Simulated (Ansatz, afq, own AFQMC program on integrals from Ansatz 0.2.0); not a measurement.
AFQMC on a folder of integrals that Ansatz 0.2.0 wrote.

```yaml
crystal:
  periodic: [false, false, false]
  atoms:
    - {symbol: B, position_ang: [-0.114887, 0.000009, 0.089052]}
    - {symbol: H, position_ang: [0.311423, 0.539087, -0.991887]}
    - {symbol: H, position_ang: [0.609492, -0.000048, 1.028622]}
    - {symbol: H, position_ang: [0.311340, -0.539134, -0.991888]}
basis:
  gaussian: {orbitals: aug-cc-pVDZ}
magnetization: {spin_polarized: true, initial_magnetization: 2}
correlation: {method: ccsd_t, electrons: outside_noble_gas, hamiltonian_folder: ham}
```

```sh
$ ansatz run in.yaml --threads 1 --pin off --events-out ev --progress --plain --max-ram 24576MiB --backend cuda --devices 0, --max-vram 18GiB
```

afq runs on the folder ham with

```
--method phaseless --trial cisd --walkers 4000 --populations 20 --least-time 60 --time-step 0.005 --steps-per-block 50 --equilibration-blocks 28 --max-blocks 4000 --target-error 0.00015 --factor-cut 1e-05 --start spin_pure --seed 8631 --release-times 0.24,0.51,0.99,1.62,2.4 --release-step 0.03 --release-every 3 --taylor-order 6
```

Times are imaginary, in 1/Eh. The walk had a cap of 150 s. With eight or more populations the least sampling time is a fifth of least-time, and the error comes from their spread.

Log:

```
orbitals 49  electrons 4 2  factors 399 of 480
reference energy -26.26232272 Eh
CCSD correlation -0.11013746 Eh in 10 cycles, weight of the determinant in the CISD state 0.9414
energy of the start -26.372389 Eh
 block  time / (1/Eh)  mean weight  energy / Eh
     1     0.250  0.9999  -26.372142
     2     0.500  1.0002  -26.372731
     3     0.750  0.9999  -26.373410
     4     1.000  1.0000  -26.373864
     5     1.250  0.9997  -26.374392
    10     2.500  0.9998  -26.374989
    15     3.750  1.0001  -26.375079
    20     5.000  0.9998  -26.375288
    25     6.250  1.0001  -26.375440
    30     7.500  1.0000  -26.375367
    35     8.750  0.9997  -26.375455
    40    10.000  1.0000  -26.375273
    45    11.250  0.9999  -26.375386
    49    12.250  1.0001  -26.375647
    50    12.500  0.9998  -26.375495
    55    13.750  1.0001  -26.375316
    60    15.000  1.0001  -26.375426
    65    16.250  1.0000  -26.375371
    70    17.500  1.0001  -26.375054
    75    18.750  0.9999  -26.375327
    78    19.500  0.9998  -26.375368
error from the spread of 20 populations
released: time / (1/Eh)  energy / Eh  error  mean overlap
  0.24  -26.375355  0.000027  1.0021
  0.51  -26.375408  0.000027  1.0025
  0.99  -26.375435  0.000023  1.0058
  1.62  -26.375486  0.000025  1.0001
  2.40  -26.375623  0.000150  0.9982
energy -26.375369 +/- 0.000037 Eh
(rows thinned)
```

The run passed its tests (sampling time, drift between the halves within three errors, error under three times the target), which doesn't prove that it has relaxed.

Against this walk (error 1.0 meV) on the same determinant: CCSD(T) 14.1 meV higher, CCSDT(Q) 3.3 meV lower. The error is statistical and leaves out the bias of the constraint. Released to 1.62 1/Eh the energy lies 3.2 ± 1.2 meV (both errors) below the phaseless value, which shows part or all of the bias of the constraint, and CCSDT(Q) lies 0.1 meV below the released value.

Cautions: constraint bias not in the error; lower spins were not checked.

The walk took 36 s on 1 × NVIDIA H100 80GB HBM3 with 2 threads of AMD EPYC 7R13 Processor (Zen 3), on a shared host (the card was shared). The log's last line is the phaseless energy.

CCSDT and higher add their correlation energy to the determinant of the CCSD(T) run, since their own runs factorise the integrals more tightly (a shift of under 2 meV). A walk keeps the symmetry of its determinant, which the program's search chose and which needn't be the lowest solution, so a lower state of the same spin and another symmetry isn't excluded.
